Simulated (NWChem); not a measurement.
**One shape, several levels: doublet C2H5F−**

We compute a comparison of 4 runs (UHF/STO-3G, UHF/3-21G, UB3LYP/6-31G*) of doublet C2H5F−. 

The results are computed with NWChem 7.3.0.

**1. The system as given**

The species is C2H5F− (8 atoms), meant as a doublet with charge -1. As SMILES of the parent species, `CCF`. Geometry: relaxed at PBE0-D4/def2-TZVP. That shape belongs to the parent species and isn't relaxed for this state.

Bond lengths: C1–C2 1.504 Å, C2–F3 1.386 Å, C1–H4 1.093 Å, C1–H5 1.092 Å, C1–H6 1.091 Å, C2–H7 1.094 Å, C2–H8 1.094 Å. Some angles: C1–C2–F3 110.1°, C1–C2–H7 111.6°, C1–C2–H8 111.6°, F3–C2–H7 107.4°, F3–C2–H8 107.4°, C2–C1–H4 109.9°, C2–C1–H5 110.8°, C2–C1–H6 110.8°, H7–C2–H8 108.6°, H4–C1–H5 108.4°.

**2. The energy at UHF/STO-3G (run 1)**

Input file c2h5f.nw:

```
start c2h5f
memory total 2200 mb
charge -1

geometry units angstroms noautosym nocenter noautoz
  C    -0.431700    0.566900   -0.264600
  C     0.378400   -0.599100    0.230500
  F     1.663300   -0.186400    0.546500
  H    -1.443900    0.237400   -0.512600
  H     0.018600    0.998500   -1.160400
  H    -0.500300    1.343000    0.499800
  H     0.464000   -1.381500   -0.529800
  H    -0.056300   -1.036000    1.134800
end

basis spherical bse
  * library STO-3G
end

scf
  doublet
  uhf
  thresh 1e-08
  maxiter 80
  print medium
end

task scf energy
```

Run with:

```sh
$ nwchem c2h5f.nw > c2h5f.out
```

What it wrote:

```text
[...]
  functions       =    20
[...]
  wavefunction    = UHF
[...]
         Total SCF energy =   -175.228249705902
      One electron energy =   -410.112586130213
      Two electron energy =    155.468361552894
 Nuclear repulsion energy =     79.415974871417
                       Sz =      0.5000
                 Sz(Sz+1) =      0.7500
                      S^2 =      0.7630
[...]
```

It took 1.6 s on 1 thread of Intel Xeon Platinum 8488C (Sapphire Rapids), shared host; peak memory 0.098 GiB.

**3. The energy at UHF/3-21G (run 2)**

Input file calc.nw:

```
START calc
memory stack 880 mb heap 220 mb global 1100 mb
charge -1
GEOMETRY units angstrom noautosym nocenter noautoz
   C    -0.431700    0.566900   -0.264600
   C     0.378400   -0.599100    0.230500
   F     1.663300   -0.186400    0.546500
   H    -1.443900    0.237400   -0.512600
   H     0.018600    0.998500   -1.160400
   H    -0.500300    1.343000    0.499800
   H     0.464000   -1.381500   -0.529800
   H    -0.056300   -1.036000    1.134800
END
BASIS spherical bse
   * library 3-21G
END
SCF
   doublet
   uhf
   thresh 1e-08
   maxiter 80
END
TASK scf
```

Run with:

```sh
$ nwchem calc.nw > calc.out
```

What it wrote:

```text
[...]
  functions       =    37
[...]
  wavefunction    = UHF
[...]
         Total SCF energy =   -176.847838566345
      One electron energy =   -407.021879936768
      Two electron energy =    150.758066499006
 Nuclear repulsion energy =     79.415974871417
                       Sz =      0.5000
                 Sz(Sz+1) =      0.7500
                      S^2 =      0.7574
[...]
```

Run time: 2.8 s. Hardware: 1 thread of Intel Xeon Platinum 8488C (Sapphire Rapids), shared host; peak memory 0.1 GiB.

Run 3 isn't shown in full; the table further down has it.

**4. The energy at UB3LYP/6-31G(d) (spherical functions) (run 4)**

Input file calc.nw:

```
start calc
memory stack 880 mb heap 220 mb global 1100 mb
charge -1
geometry units angstrom noautosym nocenter noautoz
 C     -0.431700     0.566900    -0.264600
 C      0.378400    -0.599100     0.230500
 F      1.663300    -0.186400     0.546500
 H     -1.443900     0.237400    -0.512600
 H      0.018600     0.998500    -1.160400
 H     -0.500300     1.343000     0.499800
 H      0.464000    -1.381500    -0.529800
 H     -0.056300    -1.036000     1.134800
end
basis spherical bse
 * library 6-31G*
end
dft
 xc b3lyp
 mult 2
 grid xfine
 convergence energy 1e-08
 iterations 100
 mulliken
end
task dft energy
```

Run with:

```sh
$ nwchem calc.nw > calc.out
```

What it wrote:

```text
[...]
          Wavefunction type:  spin polarized.
          No. of atoms     :     8
          No. of electrons :    27
[...]
          Charge           :    -1
          Spin multiplicity:     2
[...]
          AO basis - number of functions:    52
[...]
              XC Information
              --------------
                         B3LYP Method XC Potential
                     Hartree-Fock (Exact) Exchange  0.200
                        Slater Exchange Functional  0.800 local
                    Becke 1988 Exchange Functional  0.720 non-local
              Lee-Yang-Parr Correlation Functional  0.810
                  VWN I RPA Correlation Functional  0.190 local
[...]
 d= 0,ls=0.0,diis     1   -178.7030029424 -2.58D+02  2.06D-01  3.53D-01     2.9
[...]
 d= 0,ls=0.0,diis    14   -178.8728793643 -1.12D-10  1.57D-06  5.75D-12    37.6
[...]
         Total DFT energy =     -178.872879364337
      One electron energy =     -408.284260125659
           Coulomb energy =      173.471737462834
    Exchange-Corr. energy =      -23.476331572929
 Nuclear repulsion energy =       79.415974871417
[...]
      Total Density - Mulliken Population Analysis
     ---------------------------------------------
    Atom       Charge   Shell Charges
 -----------   ------   -------------------------------------------------------
    1 C    6     6.23   2.00  0.69  2.10  0.44  0.97  0.03
    2 C    6     5.72   2.00  0.70  1.99  0.33  0.64  0.07
    3 F    9     9.39   2.00  0.92  3.32  1.04  2.10  0.01
    4 H    1     1.14   0.51  0.63
    5 H    1     1.08   0.52  0.56
    6 H    1     1.08   0.52  0.56
    7 H    1     1.18   0.53  0.65
    8 H    1     1.18   0.53  0.65
[...]
      <S2> =      0.7512 (Exact =     0.7500)
[...]
```

It took 39 s on 1 thread of Intel Xeon Platinum 8488C (Sapphire Rapids), shared host; peak memory 0.13 GiB.

**5. Overview of the runs**

```csv
run,level,Cartesian functions,iteration cap,energy (Eh),HOMO energy (eV),LUMO energy (eV),⟨S²⟩,wall time
1,UHF/STO-3G,no,80,-175.228250,13.02,25.32,0.763,1.6 s
2,UHF/3-21G,no,80,-176.847839,6.68,13.34,0.757,2.8 s
3,UB3LYP/6-31G* (Cartesian functions),yes,100,-178.875828,–,–,0.751,43 s
4,UB3LYP/6-31G* (spherical functions),no,100,-178.872879,7.06,8.87,0.751,39 s
```

**6. What came out**

```
                                 quantity          value
                      run 4: total energy  -178.87288 Eh
run 4: HOMO energy (highest over α and β)        7.06 eV
 run 4: LUMO energy (lowest over α and β)        8.87 eV
                              run 4: ⟨S²⟩          0.751
```

What this shows: In runs 1, 2, 4 the HOMO lies above zero, so the outermost electron may be held by the basis alone. In run 1 the basis is minimal, so the values are rough. All runs together took 86 s, the longest 43 s.
